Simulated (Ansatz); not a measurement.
**SiH4 (triplet): from Hartree-Fock to the top rungs at scale of all distances = 1.519, 6-31G**

How much of the correlation energy of SiH4 (triplet) does each wave-function method recover here?

The runs use Ansatz 0.2.0, Gaussian basis; 6-31G, core rule «outside noble gas», up to 5 orbitals frozen.

Plan: UHF; CCSD(T) on ROHF; CCSD(T) on UHF; BCCD(T) on ROHF; CISD; CCSDT(Q) on ROHF; CCSDT(Q) on UHF; CISDTQ; CCSDTQ on ROHF; CCSDTQ on UHF; CASSCF and MRCISD+Q, 4 electrons in 4 orbitals; CASSCF and NEVPT2, 4 electrons in 4 orbitals; CASSCF and MRCISD+Q, 8 electrons in 8 orbitals; CASSCF and NEVPT2, 8 electrons in 8 orbitals; Full CI.

14 further runs of the same task are left out: 12 that didn't finish, 2 set aside as unsound or not needed.

## Step 1: The system

The geometry derives from a PBE0/def2-TZVP stationary point (not a proven minimum). All distances are scaled together.

5 atoms, charge 0, spin multiplicity 3.

Atoms are counted from 1 here; the program's logs count them from 0.

No contacts short enough for the rule that draws bonds.

## Step 2: UHF

Contents of in.yaml:

```yaml
crystal:
  periodic: [false, false, false]
  atoms:
    - {symbol: Si, position_ang: [0.000000, 0.000000, 0.000000]}
    - {symbol: H, position_ang: [-0.017506, 1.648277, 1.636838]}
    - {symbol: H, position_ang: [-0.025059, -1.636923, 1.648095]}
    - {symbol: H, position_ang: [0.025059, 1.636923, -1.648095]}
    - {symbol: H, position_ang: [0.017506, -1.648277, -1.636838]}
basis:
  gaussian: {orbitals: 6-31G}
magnetization: {spin_polarized: true, initial_magnetization: 2}
hamiltonian: {xc: hf}
output: {orbitals: {seedname: orbitals}}
```

The run is started by

```sh
$ ansatz run in.yaml --threads 1 --pin off --events-out ev --progress --plain --max-ram 2393MiB
```

The runs that follow: CCSD(T) on ROHF; CCSD(T) on UHF; BCCD(T) on ROHF; CISD; CCSDT(Q) on ROHF; CCSDT(Q) on UHF; CISDTQ; CCSDTQ on ROHF; CCSDTQ on UHF; CASSCF and MRCISD+Q, 4 electrons in 4 orbitals; CASSCF and NEVPT2, 4 electrons in 4 orbitals; CASSCF and MRCISD+Q, 8 electrons in 8 orbitals; CASSCF and NEVPT2, 8 electrons in 8 orbitals; Full CI.

Q: Predict the results of all the runs planned. Wanted: FCI below the RHF energy; RMP2 from FCI; UMP2 from FCI; RCCSD from FCI; RCCSD(T) from FCI; UCCSD(T) from FCI; RCCSDT(Q) from FCI; UCCSDT(Q) from FCI; NEVPT2 pair from FCI.

**Answer**, as computed:

| quantity | value |
| --- | --- |
| FCI below the RHF energy | -3.7908 eV |
| RMP2 from FCI | +1555.1 meV |
| UMP2 from FCI | +1295.7 meV |
| RCCSD from FCI | +85.8 meV |
| RCCSD(T) from FCI | +13.1 meV |
| UCCSD(T) from FCI | +51.1 meV |
| RCCSDT(Q) from FCI | +0.6 meV |
| UCCSDT(Q) from FCI | +6.4 meV |
| NEVPT2 pair from FCI | +1159.5 meV |
| MRCISD+Q pair from FCI | -187.3 meV |
| NEVPT2 valence from FCI | +133.9 meV |
| levels within 1 kcal/mol (43 meV) | RCCSD(T), BCCD(T), RCCSDT, UCCSDT, CISDTQ, RCCSDT(Q), UCCSDT(Q), RCCSDTQ, UCCSDTQ, MRCISD valence, MRCISD+Q valence |
| T1 diagnostic | 0.074 |
| effectively unpaired electrons | 2.39 |

In words: RCCSD(T) misses by +13.1 meV, 0.3 % of the correlation energy. CCSD(T) misses by +13.1 meV on the restricted determinant and by +51.1 meV on the unrestricted one; the two need not hold the same state or core. MRCISD+Q pair falls below full CI: the +Q correction isn't variational, and the cores differ from full CI's. The occupations show some static correlation. Of the multireference levels listed MRCISD+Q valence comes nearest in total energy (+10.5 meV), which doesn't show that its space is the better one. Coupled cluster took another determinant than the lowest Hartree-Fock one. These misses are within one basis, not against nature; the frozen cores of restricted and unrestricted runs differ, which can shift their rows.
